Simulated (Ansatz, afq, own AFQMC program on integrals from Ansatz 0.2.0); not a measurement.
## H$_{2}$O⁻, doublet → H2O⁻, quartet

```xyz
3

O     0.0000   -0.0691    0.0000
H     0.0000    0.5483    0.7576
H     0.0000    0.5483   -0.7576
```

E(quartet, charge -1) − E(doublet, charge -1) at this geometry, on UHF and UHF determinants.

Basis aug-cc-pVDZ. Noble-gas cores (and the filled d shells of Ga–Kr and In–Xe) are frozen. AFQMC by an in-house program on the Cholesky factors that Ansatz 0.2.0 writes for its CCSD(T) run. ph-AFQMC/CISD is guided by a CISD state made of CCSD amplitudes; releasing the constraint for a short imaginary time cuts its bias at the price of noise, slowly where states lie close. ± is one standard error of the sampling. The errors of all members are added in quadrature.

No full CI on the walks' own integrals is used here; CCSDT(Q) serves as the reference and is uncertain by about the last step of the cluster series. Each member takes its own surest rung, up to full CI.

Errors are counted within aug-cc-pVDZ, not against nature.

Cautions: H₂O⁻ (doublet): at this level and basis the anion state lies above a neutral one; H₂O⁻ (quartet): another spin lies lower, at this level and basis the anion state lies above a neutral one.

Reference (CCSDT(Q)): 664.0 kJ/mol.

| level | vertical spin gap (kJ/mol) | error against CCSDT(Q) (kJ/mol) |
| --- | --- | --- |
| HF | 534.1 | -129.9 |
| MP2 | 685.1 | 21.1 |
| CCSD | 657.6 | -6.4 |
| CCSD(T) | 663.5 | -0.5 |
| CCSDT | 663.1 | -0.9 |
| ph-AFQMC/HF | 669.4 ± 2.8 | 5.4 ± 2.8 |
| ph-AFQMC/CISD | 664.7 ± 0.5 | 0.7 ± 0.5 |
| released AFQMC | 663.9 ± 0.4 | -0.1 ± 0.4 |

Correlation beyond CCSD(T) adds 0.5 kJ/mol. The perturbative (T) step is worth +5.9 kJ/mol.

A walk keeps the symmetry of its determinant, which the program's search chose and which needn't be the lowest solution, so a lower state of the same spin and another symmetry isn't excluded. Released energies are given only where the last usable release times agree within the noise; a slower fall can still hide under it.
